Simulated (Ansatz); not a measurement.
Born–Oppenheimer molecular dynamics of CH4AlN (7 atoms, charge 0, multiplicity 1). It starts from a relaxed structure.

The calculation used RKS PBE-D4/def2-SVP in Ansatz.

```
ensemble                      : NVE (velocity Verlet)
time step                     : 2 fs
steps asked                   : 120
starting velocities drawn for : 700 K
seed                          : 273303
```

First frame:

```xyz
7
Properties=species:S:1:pos:R:3
C -1.235 -0.195 -0.838
N -0.198 -0.043 -0.143
Al 1.263 0.177 0.832
H -2.067 -0.886 -0.543
H -1.405 0.351 -1.802
H 1.214 1.316 1.944
H 2.489 -0.787 0.505
```

Task: How far do the bonds stretch over the last three quarters of this one trajectory? (Pairs bonded in most of those frames.)

Result: 
| bond | mean (Å) | spread (Å) | shortest | longest |
| --- | --- | --- | --- | --- |
| C1–N2 | 1.259 | 0.015 | 1.23 | 1.28 |
| C1–H4 | 1.139 | 0.067 | 1.02 | 1.24 |
| C1–H5 | 1.127 | 0.034 | 1.06 | 1.19 |
| N2–Al3 | 1.776 | 0.034 | 1.72 | 1.84 |
| Al3–H6 | 1.603 | 0.077 | 1.49 | 1.71 |
| Al3–H7 | 1.595 | 0.014 | 1.57 | 1.62 |

Mean temperature of the second half: 333 K. The conserved energy wandered by up to 10.8 meV per atom (net 4.6 meV per atom), which is poor conservation. The temperature averaged 0.48 of the 700 K drawn at the start: a run that starts near a minimum puts about half its kinetic energy into the potential. A step of 2 fs is long for free X–H stretches (periods near 10 fs) and can bias their spread and the temperature. A run of 0.24 ps of so small a system gives no equilibrium averages.

Time of the run: 2.8 min on 1 thread of Arm Neoverse V1 (shared host), peak memory 0.23 GiB.
